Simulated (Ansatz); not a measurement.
# C2H4OS: the cost of one run

Method: RKS PBE-D4/def2-SVP, in Ansatz 0.2.0.

## (1) The system as given

Bond lengths: S1–C2 1.684 Å, C2–C3 1.481 Å, C2–O4 1.438 Å, C3–O4 1.398 Å, S1–H5 1.328 Å, C2–H6 1.100 Å, C3–H7 1.141 Å, C3–H8 1.044 Å. Angles: S1–C2–C3 118.8°, S1–C2–O4 117.8°, S1–C2–H6 116.4°, C3–C2–O4 57.2°, C3–C2–H6 118.5°, O4–C2–H6 114.8°, C2–S1–H5 99.4°, C2–C3–O4 59.9°, C2–C3–H7 118.0°, C2–C3–H8 123.3°, O4–C3–H7 112.8°, O4–C3–H8 122.8°, H7–C3–H8 111.0°, C2–O4–C3 62.9°.

Structure file:

```xyz
8

S    -1.5555    0.2281   -0.9376
C    -0.0166    0.5555   -0.3360
C     0.7655   -0.5500    0.2625
O     0.1922    0.4267    1.0814
H    -2.1723   -0.0754    0.1982
H     0.5270    1.3862   -0.8092
H     1.9043   -0.4835    0.2243
H     0.4476   -1.5448    0.2606
```

## (2) Relaxing end A

File input.yaml:

```yaml
crystal:
  periodic: [false, false, false]
  atoms:
    - { symbol: S, position_ang: [-1.5555, 0.2281, -0.9376] }
    - { symbol: C, position_ang: [-0.0166, 0.5555, -0.336] }
    - { symbol: C, position_ang: [0.7655, -0.55, 0.2625] }
    - { symbol: O, position_ang: [0.1922, 0.4267, 1.0814] }
    - { symbol: H, position_ang: [-2.1723, -0.0754, 0.1982] }
    - { symbol: H, position_ang: [0.527, 1.3862, -0.8092] }
    - { symbol: H, position_ang: [1.9043, -0.4835, 0.2243] }
    - { symbol: H, position_ang: [0.4476, -1.5448, 0.2606] }
basis:
  gaussian: { orbitals: def2-SVP }
hamiltonian:
  xc: pbe
  dispersion: d4
relax:
  f_tol: 0.02
  max_steps: 50
output:
  orbitals: {}
```

Launch:

```bash
> ansatz run input.yaml --threads 1 --pin off --max-ram 2048MiB --backend cpu --events-out ev --progress --plain --runs-dir out
```

Q: Estimate wall time and peak memory on 1 thread of Arm Neoverse V2, shared host.

About 20 s, with a peak of 0.14 GiB.
